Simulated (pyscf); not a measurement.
HO–Cd–OH + H₂S → HO–Cd–SH + H₂O, a four-centre exchange (singlet surface; Cd–O, H–S broken, Cd–S, H–O formed). Structures and frequencies: ωB97X-D3(BJ)/def2-SVP in PySCF. Energies in kJ/mol from the separated reactants.

AM1 to PM7: differences of heats of formation from MOPAC, which are fitted to 298 K values and so differ in kind from electronic energies by zero-point and thermal terms. 

Problem. In single points PM3 puts the saddle at -32.3 kJ/mol and the reaction energy at -182.5 kJ/mol. Should these be trusted to within a few kcal/mol? Compare with ωB97M-D3(BJ)/def2-TZVP.

Solution. ωB97M-D3(BJ)/def2-TZVP gives ΔE‡ = -16.7 kJ/mol and ΔE = -87.9 kJ/mol. PM3 lies 15.5 kJ/mol under it in the barrier and 94.6 kJ/mol under it in the reaction energy, so on this step it does not hold to within 12.6 kJ/mol. ωB97M-D3(BJ)/def2-TZVP has limits of its own. On the reactant side the descent ends in an adduct with a Cd–S contact, 46.2 kJ/mol under the separated species and 16.7 kJ/mol under the saddle at ωB97X-D3(BJ)/def2-TZVP. On the product side the descent ends in a bound adduct, 44.2 kJ/mol under the separated species and 112.0 kJ/mol under the saddle at ωB97X-D3(BJ)/def2-TZVP. At ωB97M-D3(BJ) the saddle lies under the separated reactants, which points to a path from their complex (located at ωB97X-D3(BJ) alone). What is counted as formed (Cd–S) is already present as a longer contact in the reactant adduct; forming that adduct is a step of its own. At ωB97X-D3(BJ)/def2-TZVP the barrier from the zero used here is -29.4 kJ/mol. This is the saddle that the search found; another between the same sides may lie lower. In the def2 sets elements past Kr carry core potentials, without spin-orbit coupling.
